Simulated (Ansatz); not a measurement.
Ansatz (a first-principles code) input (PBE/6-31G*):

Ansatz 0.2 input:
```yaml
crystal:
  periodic: [false, false, false]
  atoms:
    - {symbol: C, position_ang: [-0.00717952, -0.17649498, 1.18877778]}
    - {symbol: N, position_ang: [0.04667122, 0.63032333, 0.00383616]}
    - {symbol: C, position_ang: [-0.01782633, -0.16122431, -1.19083315]}
    - {symbol: H, position_ang: [0.82239004, -0.89994531, 1.21610482]}
    - {symbol: H, position_ang: [0.04344444, 0.44786648, 2.08044412]}
    - {symbol: H, position_ang: [-0.93390440, -0.76995637, 1.22479698]}
    - {symbol: H, position_ang: [0.81142397, -0.88421671, -1.23486430]}
    - {symbol: H, position_ang: [0.02485300, 0.47453211, -2.07483039]}
    - {symbol: H, position_ang: [-0.94487047, -0.75422777, -1.22617215]}
basis:
  gaussian:
    orbitals: 6-31G*
hamiltonian:
  xc: {name: PBE}
magnetization: {spin_polarized: true, initial_magnetization: 1}
output: {forces: true}
```

Q: What final total energy does it give?

A: -134.31946 Eh.
